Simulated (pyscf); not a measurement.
Structures and frequencies: ωB97X-D3(BJ)/def2-SVP in PySCF.

Question: For the elementary gas-phase step `[OH][SiH2][F]` + `[OH][SiH3]` → `[OH][SiH2][O][SiH2][F]` + `[H][H]` (singlet surface; H–O, H–Si broken, O–Si, H–H formed), what barrier and reaction energy does ωB97M-D3(BJ)/def2-TZVP give, measured from the separated reactants?

Answer: ΔE‡ = 31.9 kcal/mol, ΔE = -25.8 kcal/mol. Zero-point energy shifts the barrier by -0.7 kcal/mol. It is a four-centre exchange, with an imaginary mode of 1161i cm⁻¹. The same reactants have a lower exit, to HO–SiH₂–O–SiH₃ + HF (barrier +22.3 kcal/mol at ωB97M-D3(BJ)/def2-TZVP, against +31.9 kcal/mol here). This is the saddle that the search found; another between the same sides may lie lower.
